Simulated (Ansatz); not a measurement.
```yaml
crystal:
  periodic: [false, false, false]
  atoms:
    - {symbol: C, position_ang: [-0.303589, 0.059001, -0.161774]}
    - {symbol: P, position_ang: [0.982409, -0.198651, 0.409042]}
    - {symbol: H, position_ang: [-0.831791, 0.514309, -0.794941]}
basis:
  gaussian: {orbitals: ANO-RCC-VTZP, point_charges: [{charge: 2.00, position_ang: [4.372, -0.736, 0.451]}]}
total_charge: 3
magnetization: {spin_polarized: true, initial_magnetization: 1}
hamiltonian: {xc: {name: wB97}}
scf: {lower_state_search: off}
```

```sh
$ ansatz run in.yaml --threads 2 --pin off --events-out ev --progress --plain --max-ram 22528MiB --backend cpu
```

Output, abridged:

```
Functional definition: wB97
595 factors; their error is unknown
212 factors; integrals over basis functions are off by at most 7.6e-5 eV
mean field evaluation 1: about -10258.1195 eV, gradient 5.5e1 eV
mean field evaluation 2: about -10223.4175 eV, gradient 8.4e1 eV
mean field evaluation 4: about -10277.4918 eV, gradient 5.7e0 eV
mean field evaluation 8: about -10279.5113 eV, gradient 7.6e-1 eV
mean field evaluation 16: about -10279.5302 eV, gradient 6.9e-2 eV
mean field evaluation 32: about -10279.5335 eV, gradient 7.1e-4 eV
mean field -10279.53345327 eV, -377.7658866896 hartree, gradient 8.7e-6 eV, S^2 0.792849; 0 other end points of the search recorded, 0 dependent functions left out
reference -10279.53344845 eV, -377.7658865125 hartree; 10, 9 occupied and 68, 69 virtual orbitals, 595 factors
Total energy: -10279.53344845 eV, -377.7658865125 hartree
Relativity: scalar
Checks for a lower state left out: stability, starts, cluster_reference, orbital_swaps, neighbouring_geometries, increment
```

**Question.** Something in this input is off. What?

**Answer.** The charge is far from anything that the molecule holds. The run converged. The result belongs to that input, not to the molecule as meant.
